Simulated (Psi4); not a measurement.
Reaction (SMILES): [SiH4] (SiH4) → [SiH3-] + H+
B3LYP-D3(BJ)/def2-TZVP geometries, fixed; electronic energies without zero-point terms.
Largest species:
```xyz
5

Si     0.0000     0.0000     0.0000
H      0.8756     0.8547     0.8331
H     -0.8222    -0.8655     0.8753
H     -0.8862     0.8545    -0.8220
H      0.8328    -0.8437    -0.8864
```
Charge 0, spin multiplicity 1.

Basis-set convergence of the deprotonation energy at wB97X-V with Psi4. Cartesian d functions, on some or all atoms, in 6-31G*, 6-31+G*; all else is spherical. Density fitting with the program's default auxiliary sets. Psi4's default fitting sets serve the pcseg sets less well. The functional holds VV10 correlation; no added dispersion term, no relativity. Functions are those of the species that has most. Reference: the value in aug-cc-pV(Q+d)Z, 381.52 kcal/mol, itself unsure by roughly 0.16 kcal/mol (its distance from def2-QZVPPD). Deviations are taken from unrounded values.

```
basis            functions  deprotonation energy (kcal/mol)
---------------  ---------  -------------------------------
6-31G*                  27                           384.71
6-31+G*                 31                           379.87
def2-SVP                38                           385.27
def2-SVPD               56                           383.24
pcseg-1                 38                           381.68
aug-pcseg-1             63                           379.51
cc-pV(D+d)Z             43                           385.13
aug-cc-pV(D+d)Z         68                           379.34
6-311G**                50                           382.17
6-311+G**               54                           380.21
def2-TZVP               61                           383.27
def2-TZVPD              79                           382.06
pcseg-2                 90                           382.11
aug-pcseg-2            142                           381.20
cc-pV(T+d)Z             95                           384.00
aug-cc-pV(T+d)Z        147                           381.02
def2-TZVPP              98                           383.31
def2-TZVPPD            116                           382.09
cc-pV(Q+d)Z            184                           382.57
aug-cc-pV(Q+d)Z        273                           381.52
def2-QZVPP             190                           382.03
def2-QZVPPD            208                           381.68
pcseg-3                196                           381.62
aug-pcseg-3            285                           381.45
```

What the diffuse functions change, pair by pair:
- 6-31G* to 6-31+G*: 4 more functions, deviation 3.19 to -1.65 kcal/mol
- def2-SVP to def2-SVPD: 18 more functions, deviation 3.75 to 1.72 kcal/mol
- pcseg-1 to aug-pcseg-1: 25 more functions, deviation 0.16 to -2.00 kcal/mol
- cc-pV(D+d)Z to aug-cc-pV(D+d)Z: 25 more functions, deviation 3.61 to -2.18 kcal/mol
- 6-311G** to 6-311+G**: 4 more functions, deviation 0.66 to -1.31 kcal/mol
- def2-TZVP to def2-TZVPD: 18 more functions, deviation 1.75 to 0.54 kcal/mol
- pcseg-2 to aug-pcseg-2: 52 more functions, deviation 0.59 to -0.32 kcal/mol
- cc-pV(T+d)Z to aug-cc-pV(T+d)Z: 52 more functions, deviation 2.48 to -0.50 kcal/mol
- def2-TZVPP to def2-TZVPPD: 18 more functions, deviation 1.79 to 0.57 kcal/mol
- cc-pV(Q+d)Z to aug-cc-pV(Q+d)Z: 89 more functions, deviation 1.06 to 0.00 kcal/mol
- def2-QZVPP to def2-QZVPPD: 18 more functions, deviation 0.51 to 0.16 kcal/mol
- pcseg-3 to aug-pcseg-3: 89 more functions, deviation 0.10 to -0.07 kcal/mol

Leaving out the reference's own pair, they bring the value nearer the reference by more than 0.16 kcal/mol in 8 of 11 pairs.
